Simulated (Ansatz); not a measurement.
Basis-set extrapolation for CH₃NSi, SMILES `N#C[SiH3]` (PBE0-D4/def2-TZVP geometry, frozen core, the Gaussian-basis code of Ansatz). Multiplicity 1, RHF reference.

|  | def2-TZVPP | def2-QZVPP |
| --- | --- | --- |
| HF | -383.039470 | -383.052279 |
| MP2 correlation | -0.461535 | -0.492795 |
| CCSD(T) correlation | -0.507082 | -0.534617 |

Energies in hartree. Use E(X) = E(∞) + A·exp(−7.88·√X) for Hartree–Fock and E(X) = E(∞) + B·X^(−2.97) for correlation, with X = 3 and 4.

Task: What is the CCSD(T) energy at the basis-set limit?

Result: HF limit: -383.052279 + (-0.012809) × 0.13774 = -383.05404. Correlation limit: -0.534617 + (-0.027535) × 0.74074 = -0.55501. Total: -383.60905 hartree, 164.1 kJ/mol below CCSD(T)/def2-TZVPP.
